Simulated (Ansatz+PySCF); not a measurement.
Results of a calculation; reference values are marked as such.
**Several solutions for singlet LiF**

| atom | x (Å) | y (Å) | z (Å) |
| --- | --- | --- | --- |
| Li | 0.0000 | 0.0000 | -1.9532 |
| F | 0.0000 | 0.0000 | 0.6511 |

Basis set: STO-3G (spherical functions). Charge 0, multiplicity 1.

PBE0 (unrestricted) was run from several starts with Ansatz (development build ahead of 0.2.0) and PySCF 2.14.0.

| run | program | start | converged | energy (hartree) | <S²> |
| --- | --- | --- | --- | --- | --- |
| A | Ansatz | stability test followed | yes | -105.58552 | 0.65 |
| B | Ansatz | atomic start, no search | yes | -105.58483 | 0.59 |
| C | PySCF | program defaults | yes | -105.57561 | 0.00 |
| D | Ansatz | search for the lowest state | yes | -105.58552 | 0.65 |

(1) Which runs reached the lowest solution of this kind, and what is wrong with the others?

## Answers

(1) A, D reached the lowest solution found. Converged but too high: B by 0.02 eV, C by 0.27 eV. Convergence only shows a stationary point, and even a stable one can lie too high; stability tests and further starts are what find lower ones. Caution: the unrestricted determinant is spin contaminated.
